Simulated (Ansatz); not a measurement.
Geometry optimisation, Ansatz 0.2.0, RKS B3LYP/6-31G.

input.yaml

```yaml
crystal:
  periodic: [false, false, false]
  atoms:
    - { symbol: B, position_ang: [-0.79799, 0.43817, -0.67581] }
    - { symbol: Al, position_ang: [0.68339, -0.31616, 0.5637] }
    - { symbol: F, position_ang: [0.7202, -1.88776, 1.08232] }
    - { symbol: H, position_ang: [-1.6871, -0.23209, -1.06112] }
    - { symbol: H, position_ang: [-0.82083, 1.55072, -1.05281] }
    - { symbol: H, position_ang: [1.90233, 0.44712, 1.14371] }
basis:
  gaussian: { orbitals: "6-31G" }
hamiltonian:
  xc: b3lyp
relax:
  f_tol: 0.02
  max_steps: 40
```

Command:

```bash
$ ansatz run input.yaml --threads 1 --pin off --max-ram 2048MiB --backend cpu --events-out ev --progress --plain --runs-dir out
```

Question: Where does it end, and by what steps?

Answer: It converged. The force dipped under the threshold on the way, but the program's further checks kept it going. Limits of this set-up: no polarisation functions. After 20 steps the energy has fallen by 0.244 eV; H4 moved furthest, 0.97 Å.

| step | energy less start (eV) | largest force component (eV/Å) | accepted |
| --- | --- | --- | --- |
| 0 | 0.0000 | 1.941 | yes |
| 1 | -0.1260 | 0.954 | yes |
| 2 | -0.1467 | 0.191 | yes |
| 3 | -0.1470 | 0.082 | yes |
| 4 | -0.1478 | 0.005 | yes |
| 5 | -0.1478 | 0.004 | yes |
| 6 | -0.1479 | 0.018 | yes |
| 7 | -0.1479 | 0.192 | no |
| 8 | -0.1483 | 0.083 | yes |
| 9 | -0.1478 | 0.273 | no |
| 10 | -0.1491 | 0.142 | yes |
| 11 | -0.1504 | 0.207 | yes |
| 12 | -0.1554 | 0.250 | yes |
| 13 | -0.1627 | 0.289 | yes |
| 14 | -0.1624 | 0.594 | no |
| 15 | -0.1753 | 0.212 | yes |
| 16 | -0.1881 | 0.170 | yes |
| 17 | -0.2061 | 0.187 | yes |
| 18 | -0.2235 | 0.295 | yes |
| 19 | -0.2343 | 0.208 | yes |
| 20 | -0.2437 | 0.008 | yes |

```xyz
6
Properties=species:S:1:pos:R:3
B -0.826 0.430 -0.682
Al 0.705 -0.309 0.601
F 1.160 -1.967 0.484
H -1.983 0.387 -0.378
H -0.578 0.943 -1.735
H 1.522 0.515 1.711
```

Whether the end is a true minimum wasn't checked by a vibrational analysis.

Time of the run: 25 s on 1 thread of Intel(R) Xeon(R) CPU @ 2.60GHz (Ice Lake), on a shared host, peak memory 0.13 GiB.
